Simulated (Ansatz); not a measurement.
# Trial structures and their relaxed properties

Computed with Ansatz 0.2.0, DFT r2SCAN, scalar-relativistic, plane waves, PAW. Settings: cutoff 500 eV, Γ-centred meshes no coarser than 0.19 Å⁻¹ for metals and 0.3 Å⁻¹ for insulators (2π included), Gaussian smearing.

Each formula was placed on the sites of the named type and relaxed at zero pressure without lowering the symmetry. No run is spin-polarised. The smearing is 0.1 eV for metals and 0.01 to 0.02 eV otherwise. The zero of energy is the elements' standard structures at the same level; no fitted shifts are applied.

For metals, differences of a few meV/atom aren't resolved. Spin–orbit coupling is left out.

| formula | started on type | final group | a or a / b (Å) | c (Å) | V (Å³/atom) | E over elements (eV/atom) | gap on mesh (eV) |
| --- | --- | --- | --- | --- | --- | --- | --- |
| Bi | alpha-boron | R-3m | 9.76 | 17.14 | 39.3 | 0.26 | 0.00 |
| Bi | simple cubic | Pm-3m | 3.26 | 3.26 | 34.5 | 0.08 | 0.00 |
| K3Sr | Cu3Au (L1_2) | Pm-3m | 6.56 | 6.56 | 70.6 | 0.11 | 0.00 |
| Bi | graphite | P6_3/mmc | ? | ? | ? | 0.37 | 0.00 |
| Bi | dhcp | P6_3/mmc | 3.50 | 11.75 | 31.2 | ? | 0.00 |
| Bi | alpha-gallium | ? | 3.25 | 3.25 | 34.4 | 0.07 | 0.00 |
| Bi | hcp | P6_3/mmc | ? | ? | ? | 0.26 | 0.00 |
| Bi | diamond | Fd-3m | ? | ? | ? | 0.24 | 0.00 |

(1) Cell and volume of Bi on the graphite type?

(2) E over elements (eV/atom) of Bi on the dhcp type?

(3) final group of Bi on the alpha-gallium type?

(4) Cell and volume of Bi on the hcp type?

(5) Cell and volume of Bi on the diamond type?

Answers

(1) a = 5.37 Å, c = 6.44 Å, V = 40.1 Å³/atom

(2) 0.27

(3) Pm-3m

(4) a = 3.51 Å, c = 5.84 Å, V = 31.2 Å³/atom

(5) a = 7.23 Å, c = 7.23 Å, V = 47.3 Å³/atom